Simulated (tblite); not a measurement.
Propargyl alcohol, C3H4O.
Numbering: `[CH:1]#[C:2][CH2:3][OH:4]` (hydrogens: H5 on C1; H6, H7 on C3; H8 on O4)

Geometry (GFN2-xTB, Å), atoms numbered from 1 in this order:
```xyz
8
C3H4O angstrom
C      1.830   -0.329    0.778
C      0.779   -0.202    0.222
C     -0.508   -0.036   -0.432
O     -1.354    0.758    0.380
H      2.757   -0.449    1.254
H     -0.344    0.443   -1.411
H     -0.947   -1.033   -0.598
H     -2.203    0.858   -0.063
```

Computed values, GFN2-xTB/tblite, gas phase, harmonic and unscaled. Against measured fundamentals such values can be off by several per cent, at times by over 20. One conformer, not necessarily the lowest.

Harmonic wavenumbers (cm⁻¹): 189.4, 242.7, 300.0, 492.3, 639.4, 677.4, 936.3, 981.1, 1074.8, 1199.9, 1207.5, 1357.5, 1445.9, 2294.6, 2821.3, 2855.2, 3397.3, 3563.3.

A = 34595, B = 4730, C = 4275 MHz; mass 56.026 u (most abundant isotopes); point group Cs, symmetry number 1.

Question: What is the zero-point energy?

Answer: ½Σν̃ = 12838 cm⁻¹ = 153.58 kJ/mol.

Question: Entropy at 273.15 K, 1 bar (ideal gas, RRHO, classical rotation)?

Answer: Translation 157.24, rotation 97.84, vibration 26.74: S = 281.8 J/(mol K).

Question: And Cp and H(273.15 K) − H(0)?

Answer: Cp = 71.95 J/(mol K), of which vibrations give 38.70 (their classical limit is 18 R = 149.7); H(273.15 K) − H(0) = 13.71 kJ/mol without the zero-point energy, 4.62 from vibrations.

Question: Which modes carry the vibrational entropy at 273.15 K?

Answer: 189.4 cm⁻¹: 8.67; 242.7 cm⁻¹: 6.82; 300.0 cm⁻¹: 5.32; 492.3 cm⁻¹: 2.39; 639.4 cm⁻¹: 1.29; 677.4 cm⁻¹: 1.10 J/(mol K); the other 12 give 1.15 together.

Question: How do the functions run with temperature in this model?

Answer: 
```tsv
T (K)	S (J/(mol K))	Cp (J/(mol K))	H − H(0) (kJ/mol)	G − H(0) (kJ/mol)	ln q(vib)
50	198.9	34.8	1.68	-8.27	0.01
100	225.7	43.8	3.63	-18.93	0.11
298.15	288.3	75.8	15.56	-70.40	1.37
373.15	306.5	86.7	21.66	-92.71	1.96
500	334.1	102.3	33.69	-133.38	2.99
750	380.0	124.0	62.16	-222.85	5.02
1000	417.8	138.7	95.10	-322.72	6.94
```

q(vib) and H(0) count from the zero-point level.

Question: What must be added to the electronic energy to get the Gibbs energy at 273.15 K and 1 bar?

Answer: ZPE + [H(273.15 K) − H(0)] − T·S = 153.58 + 13.71 − 76.98 = 90.31 kJ/mol.

Hindered rotation and anharmonicity are outside this model. Other conformers, if any are populated, would add a mixing term that is left out.
